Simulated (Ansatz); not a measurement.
# CHB (triplet): from Hartree-Fock to the top rungs at distance B1–H3 = 2.209 Å, 6-31G

Aim: climb from Hartree-Fock through coupled cluster and multireference methods for CHB (triplet) at one geometry and basis, and see what each rung misses.

Computed with Ansatz 0.2.0, Gaussian basis. Level: 6-31G, core rule «outside noble gas», up to 2 orbitals frozen.

The runs, in order: UHF; CCSD(T) on ROHF; CCSD(T) on UHF; BCCD(T) on ROHF; CISD; CCSDT(Q) on ROHF; CCSDT(Q) on UHF; CISDTQ; CCSDTQ on ROHF; CCSDTQ on UHF; CASSCF and MRCISD+Q, 4 electrons in 4 orbitals; CASSCF and NEVPT2, 4 electrons in 4 orbitals; CASSCF and MRCISD+Q, 8 electrons in 9 orbitals; CASSCF and NEVPT2, 8 electrons in 9 orbitals; Full CI.

20 further runs of the same task are left out: 2 for a mislabelled method, 10 that didn't finish, 8 set aside as unsound or not needed.

### Step 1. The system

The geometry derives from a PBE0/def2-TZVP stationary point (not a proven minimum). One bond is set to the value named and the two fragments are kept rigid.

3 atoms, charge 0, spin multiplicity 3.

Atoms are counted from 1 here; the program's logs count them from 0.

Bond lengths: B1–C2 1.449 Å.

### Step 2. UHF

in.yaml

```yaml
crystal:
  periodic: [false, false, false]
  atoms:
    - {symbol: B, position_ang: [0.000000, 0.000000, -0.253360]}
    - {symbol: C, position_ang: [0.000000, 0.000000, -1.702279]}
    - {symbol: H, position_ang: [0.000000, 0.000000, 1.955640]}
basis:
  gaussian: {orbitals: 6-31G}
magnetization: {spin_polarized: true, initial_magnetization: 2}
hamiltonian: {xc: hf}
output: {orbitals: {seedname: orbitals}}
```

On the command line:

```
> ansatz run in.yaml --threads 1 --pin off --events-out ev --progress --plain --max-ram 2393MiB
```

The runs that follow: CCSD(T) on ROHF; CCSD(T) on UHF; BCCD(T) on ROHF; CISD; CCSDT(Q) on ROHF; CCSDT(Q) on UHF; CISDTQ; CCSDTQ on ROHF; CCSDTQ on UHF; CASSCF and MRCISD+Q, 4 electrons in 4 orbitals; CASSCF and NEVPT2, 4 electrons in 4 orbitals; CASSCF and MRCISD+Q, 8 electrons in 9 orbitals; CASSCF and NEVPT2, 8 electrons in 9 orbitals; Full CI.

Q: Predict the results of all the runs planned. Wanted: FCI below the RHF energy; RMP2 from FCI; UMP2 from FCI; RCCSD from FCI; RCCSD(T) from FCI; UCCSD(T) from FCI; RCCSDT(Q) from FCI; UCCSDT(Q) from FCI; NEVPT2 pair from FCI.

As calculated:

```
                         quantity                                                                                                            value
         FCI below the RHF energy                                                                                                       -4.8096 eV
                    RMP2 from FCI                                                                                                    +155.3 kJ/mol
                    UMP2 from FCI                                                                                                    +118.3 kJ/mol
                   RCCSD from FCI                                                                                                     +31.9 kJ/mol
                RCCSD(T) from FCI                                                                                                     +10.6 kJ/mol
                UCCSD(T) from FCI                                                                                                     +12.1 kJ/mol
               RCCSDT(Q) from FCI                                                                                                      +0.2 kJ/mol
               UCCSDT(Q) from FCI                                                                                                       0.0 kJ/mol
             NEVPT2 pair from FCI                                                                                                     +88.2 kJ/mol
           MRCISD+Q pair from FCI                                                                                                      +1.3 kJ/mol
          NEVPT2 valence from FCI                                                                                                     +27.0 kJ/mol
levels within 1 kcal/mol (43 meV)  RCCSDT, UCCSDT, CISDTQ, RCCSDT(Q), UCCSDT(Q), RCCSDTQ, UCCSDTQ, MRCISD+Q pair, MRCISD valence, MRCISD+Q valence
                    T1 diagnostic                                                                                                            0.064
   effectively unpaired electrons                                                                                                             2.65
```

In words: RCCSD(T) misses by +10.6 kJ/mol, 2.3 % of the correlation energy. The occupations show some static correlation. Of the multireference levels listed MRCISD+Q valence comes nearest in total energy (+0.7 kJ/mol), which doesn't show that its space is the better one. These misses are within one basis, not against nature; the frozen cores of restricted and unrestricted runs differ, which can shift their rows.
